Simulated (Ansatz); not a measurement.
[B(OMe)H3]- (CH6BO⁻). Charge -1, multiplicity 3. Geometry PBE-D4/def2-TZVPD, that of the charge -1 singlet.

Cartesian coordinates in Å:
```
B 0.225 1.160 0.269
O 0.248 -0.255 0.787
C -0.184 -1.184 -0.145
H -1.234 -0.996 -0.484
H -0.148 -2.206 0.288
H 0.441 -1.185 -1.073
H 0.964 1.270 -0.742
H 0.628 1.911 1.170
H -0.941 1.485 -0.070
```

At PBE-D4/def2-TZVPD, r2SCAN-D4/def2-TZVPD, PBE0-D4/def2-TZVPD the highest occupied level of the charge -1 triplet lies above zero (up to 2.14 eV). By energy differences it is unbound by 0.98 eV (vertical, to the charge 0 doublet, at r2SCAN-D4/def2-TZVPD) and held by the finite basis. At PBE0-D4/def2-TZVPD a singlet of charge -1 lies 4.12 eV below the triplet at the same geometry.

Estimate the α-spin orbital energies around the gap (eV) in Ansatz with PBE-D4/def2-TZVPD, r2SCAN-D4/def2-TZVPD, PBE0-D4/def2-TZVPD.


```
orbital  PBE-D4/def2-TZVPD  r2SCAN-D4/def2-TZVPD  PBE0-D4/def2-TZVPD
 HOMO−5              -7.19                 -7.67               -8.91
 HOMO−4              -5.09                 -5.50               -6.76
 HOMO−3              -4.73                 -5.13               -6.47
 HOMO−2              -3.63                 -4.10               -5.22
 HOMO−1              -3.41                 -3.72               -4.78
   HOMO               2.08                  2.14                1.84
   LUMO               2.70                  2.81                3.07
 LUMO+1               3.32                  3.45                3.75
 LUMO+2               3.56                  3.69                3.98
 LUMO+3               3.93                  4.16                4.56
 LUMO+4               4.50                  4.73                5.06
 LUMO+5               4.53                  4.79                5.08
 β HOMO              -3.20                 -3.47               -4.51
 β LUMO              -2.45                 -2.31               -1.53
```
